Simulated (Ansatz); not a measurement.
Two isomers of C3H5NO: A = `CC1=NCO1`, B = `C1=NCCO1`.

Isolated molecules relaxed with PBE0-D4/def2-TZVP in Ansatz; ΔE leaves out vibrations. CCSD(T)/CBS is the MP2 limit (def2-TZVPP, def2-QZVPP) plus CCSD(T) − MP2 in def2-TZVPP, frozen cores. DFT in def2-TZVPP. B3LYP here is the variant with VWN-RPA as its local correlation; programs differ in this.

Task: Which is lower in electronic energy at CCSD(T)/CBS, and by how much? (Estimate.)

Result: Computed: B, by 63.6 kJ/mol.

Task: Give E(B) − E(A) in kJ/mol with BLYP-D4, CCSD(T)/def2-TZVPP, B3LYP, CCSD/def2-TZVPP, B3LYP-D4, MP2/def2-TZVPP, CCSD(T)/def2-SVP. (Estimate.)

Result: Computed: BLYP-D4 -62.6, CCSD(T)/def2-TZVPP -63.4, B3LYP -62.3, CCSD/def2-TZVPP -64.3, B3LYP-D4 -65.0, MP2/def2-TZVPP -60.2, CCSD(T)/def2-SVP -63.2. None reverses the order clearly.

Task: Does the order hold for the free energy at 298.15 K (harmonic terms from PBE0-D4)? (An estimate is asked.)

Result: Ansatz gave: Yes: G(B) − G(A) = -57.4 kJ/mol.

Largest T1 diagnostic: 0.014.

From PBE to PBE0 (25 % exact exchange), in def2-TZVPP and without D4, E(B) − E(A) moves by −4.2 kJ/mol. Leaving LDA and LC-ωPBE aside and taking each functional with its dispersion term where it has one, the values, not all of them listed here, spread over 13.5 kJ/mol, from BHLYP-D4 to B97M-V. LDA lies −7.8 kJ/mol from PBE without D4.
